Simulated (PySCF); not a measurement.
# propadienylidene (H2CCC): full NMR table

```yaml
Formula: C3H2
SMILES: "[C]=C=C"
InChI: InChI=1S/C3H2/c1-3-2/h1H2
Point_group_of_the_computed_structure: C2v
Degrees_of_unsaturation: 3
Carbon_signals: 3
Proton_signals: 1
```

Atoms are numbered as in `[C:1]=[C:2]=[CH2:3]`. Each H is labelled by its parent atom.

One conformer, fast rotation and ring inversion assumed for equivalent nuclei, gas phase, no relativistic terms. Structure optimised with PBE0-D3(BJ)/def2-SVP; couplings computed with B3LYP/pcJ-1; σ from GIAO-KT3/pcSseg-2; PySCF.

Shifts are taken against calculated references (same method and geometry level): ¹H, ¹³C vs TMS.

| carbon | δC, type | δH (multiplicity, J in Hz) | HMBC from (abs. J ≥ 3 Hz) | span of the C tensor (ppm) |
| --- | --- | --- | --- | --- |
| C1 | 611.1, C | – | H(C3) | 492 |
| C2 | 238.9, C | – | H(C3) | 112 |
| C3 | 154.5, CH2 | 7.41 (s) | – | 282 |

Selected couplings (Hz, signed; the shortest-range and largest first, 30 at most; isotopes ¹³C, ¹H): ¹J(C3,H(C3)) 182.6, ¹J(C2,C3) 95.5, ¹J(C1,C2) 19.0, ²J(C1,C3) 6.0.

Carbon types of the structure: 2 × C, 1 × CH2, which accounts for all hydrogens. δC 611.1: carbon bonded to C. δC 238.9: central carbon of an allene; the central sp carbon of an allene is among the most deshielded carbons of hydrocarbons. δC 154.5: terminal carbon of a cumulated C=C=C unit. δH 7.41: hydrogen on a terminal carbon of a cumulated C=C=C unit; attached to an sp2 carbon and in the plane of the double bond.

Shifts are as computed, not scaled to solution data. Of 1211 compounds with measured shifts, 218 miss one by over three times the rms of a fit or turn the order of signals round; such compounds aren't used in these exercises.
